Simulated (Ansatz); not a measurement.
We consider 1T (CdI2-type) TiTe₂, described by HSE06-D3(BJ) (PAW; Ansatz, a quantum-chemistry and plane-wave program).

Q: Estimate the interlayer binding energy, layer repeat distance and gap between the layers that the calculation returns.

A: 
* **interlayer binding energy**: 55.0 meV/Å²
* **layer repeat distance**: 6.237 Å
* **gap between the layers**: 2.852 Å

Note: exact exchange on metals is sensitive to the k mesh and can open a false gap; the volume lies 9 % below that of the published cell.

Spin–orbit coupling is not included.

Static lattice: no zero-point or thermal effects.
